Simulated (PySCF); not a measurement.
Species: C4H5NO.
SMILES: `O=C(NC)C#C`

The closed-shell SCF was solved with PySCF and density fitting under several settings on one GFN2-xTB geometry (grid level 2 and gas phase unless stated).

```json
{"settings": "PBE0/pcSseg-1", "basis functions": "127", "SCF cycles": "15", "E (Eh)": "-284.9846", "HOMO (eV)": "-7.63", "LUMO (eV)": "-0.81", "dipole (D)": "3.94"}
{"settings": "CAM-B3LYP/def2-SVPD", "basis functions": "163", "SCF cycles": "14", "E (Eh)": "-285.0155", "HOMO (eV)": "-9.10", "LUMO (eV)": "0.18", "dipole (D)": "3.98"}
{"settings": "WP04/def2-TZVPP, grid level 1", "basis functions": "256", "SCF cycles": "12", "E (Eh)": "-291.9302", "HOMO (eV)": "-8.81", "LUMO (eV)": "-3.02", "dipole (D)": "3.92"}
{"settings": "CAM-B3LYP/cc-pVTZ", "basis functions": "250", "SCF cycles": "14", "E (Eh)": "-285.3142", "HOMO (eV)": "-8.97", "LUMO (eV)": "0.35", "dipole (D)": "3.86"}
```

Task: Estimate the rows for these settings: (1) LC-wPBE/6-31G-J; (2) revPBE/STO-3G, grid level 3, energy threshold 1e-11 Eh.

Result: 
```json
{"settings": "LC-wPBE/6-31G-J", "basis functions": "92", "SCF cycles": "15", "E (Eh)": "-285.1136", "HOMO (eV)": "-10.06", "LUMO (eV)": "1.75", "dipole (D)": "4.06"}
{"settings": "revPBE/STO-3G, grid level 3, energy threshold 1e-11 Eh", "basis functions": "35", "SCF cycles": "12", "E (Eh)": "-281.5866", "HOMO (eV)": "-2.55", "LUMO (eV)": "1.57", "dipole (D)": "2.69"}
```

Task: Over all rows, what range does the HOMO–LUMO gap span?

Result: From 4.12 eV (revPBE/STO-3G, grid level 3, energy threshold 1e-11 Eh) to 11.81 eV (LC-wPBE/6-31G-J). The functional of the narrowest has no exact exchange, that of the widest range-separated exact exchange.

Task: Compare two rows with the functional CAM-B3LYP: CAM-B3LYP/cc-pVTZ and CAM-B3LYP/def2-SVPD. Which energy is lower, and by how much?

Result: CAM-B3LYP/cc-pVTZ (250 functions) lies 0.2987 Eh or 187 kcal/mol below CAM-B3LYP/def2-SVPD (163 functions).

Cycle counts include a coarse-grid stage where the run had one. WP04 was designed for NMR shieldings or shifts; total energies of different functionals aren't comparable.

The values belong to the conformer `[CH:1]#[C:2][C:3](=[O:4])[NH:5][CH3:6]`: C2–C3–N5–C6 180°.
